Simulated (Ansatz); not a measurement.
# CHO₂ (charge -1), singlet: CASSCF and its corrections

Calculated in Ansatz's Gaussian-basis code. Basis cc-pVDZ, nonrelativistic, 3 orbitals frozen in the corrections. State-specific CASSCF; RHF is the lowest restricted (open-shell) Hartree–Fock solution met. Letters tell apart solutions met in one space. Solutions may break the symmetry of the shape. Lower solutions, or ones in other orbitals, may exist.

Geometry:

```xyz
4

C     0.0000    0.0000   -0.3298
O     0.0000    1.2225    0.2231
O     0.0000   -1.2225    0.2231
H     0.0000    0.0000   -1.5909
```

CASSCF less RHF, in eV, and natural occupations:

| CAS | CASSCF | occupations |
| --- | --- | --- |
| (4,3) a | -0.708 | 1.99, 1.95, 0.06 |
| (4,3) b | -0.562 | 2.00, 1.97, 0.03 |

Task: What totals less RHF do the corrections give on each solution?

Result: 

```
    CAS  SC-NEVPT2
(4,3) a    -14.321
(4,3) b    -14.071
```

Task: In CAS(4,3), is the solution lowest in CASSCF also lowest after SC-NEVPT2?

Result: Yes: (4,3) a stays lowest, 0.25 eV under the next.
